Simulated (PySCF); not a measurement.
PySCF input:

```python
from pyscf import gto, scf, dft

mol = gto.M(
    atom='''
    O    -0.00243054    0.00011527    0.11558805
    H     0.00282272    0.82504889   -0.46332048
    H     0.01662162   -0.82597103   -0.46138388
    ''',
    basis='def2-tzvpd',
    charge=1,
    spin=1,
    verbose=4,
)

mf = dft.UKS(mol, xc='tpssh').density_fit(auxbasis='def2-universal-jkfit')
mf.grids.level = 3
mf.conv_tol = 1e-9
mf.max_cycle = 100
mf.max_memory = 1500
mf.kernel()
if not mf.converged:
    mf = mf.newton()
    mf.kernel(mf.make_rdm1())
for _ in range(2):
    mo, _, stable, _ = mf.stability(return_status=True)
    if stable:
        break
    mf.kernel(mf.make_rdm1(mo, mf.mo_occ))
mf.analyze()
```

### Question
What final total energy does it print?

### Answer
-76.00381 Eh (TPSSh/def2-TZVPD).
